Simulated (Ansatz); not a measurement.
Wavefunction ladder for `C=CC(F)(F)F`

Cartesian coordinates in Å:
```
C 0.2611 0.8284 1.1083
C 0.1323 -0.3226 0.4740
C -0.2365 -0.4256 -0.9678
F 0.7163 -1.0661 -1.6632
F -1.3685 -1.1296 -1.1252
F -0.4221 0.7633 -1.5470
H 0.1009 1.7732 0.6032
H 0.5303 0.8582 2.1567
H 0.2862 -1.2793 0.9610
```

Total charge 0; spin multiplicity 1. The structure was optimised at the PBE0-D4/def2-TZVP level. Frozen core, restricted reference, the Gaussian-basis code of Ansatz. CBS rows extrapolate triple and quadruple zeta; past MP2 they add the triple-zeta difference.

```
     basis     HF (Eh)  MP2 corr.
  def2-SVP  -413.33154   -0.93999
def2-TZVPP  -413.83661   -1.21772
def2-QZVPP  -413.85442   -1.32150
```

Task: Estimate the CCSD correlation energy and the (T) correction in each basis where they were run (hartree).

Result: 
| basis | CCSD corr. | (T) |
| --- | --- | --- |
| def2-SVP | -0.97306 | -0.02398 |
| def2-TZVPP | -1.23876 | -0.04418 |
| CBS(def2) | -1.41941 | as TZ |
